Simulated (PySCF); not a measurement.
# Removal energies of B+ from EOM-IP-GCCSD

Reference: closed-shell B+, [He] 2s2; one electron is removed. Calculated with PySCF 2.14, two-component X2C-1e with screened spin-orbit coupling, x2c-TZVPPall-2c with one added diffuse shell each of s, p, d type (6s4p3d1f, 40 functions); frozen nothing; all 76 virtual spinors kept. No Breit or QED terms. Binding energies in eV.

```csv
level,Koopmans
1s1/2,222.81
2s1/2,23.781
```

**Question.** How does correlation move these levels?

**Answer.** 1s1/2: second order 218.69, EOM-CCSD 218.55; 2s1/2: second order 24.487, EOM-CCSD 25.063.

For comparison, the ionisation energy of B+ is 25.155 eV (measured; NIST Atomic Spectra Database, ionization energies).

The screened spin-orbit operator tends to give fine-structure splittings of light species too large.
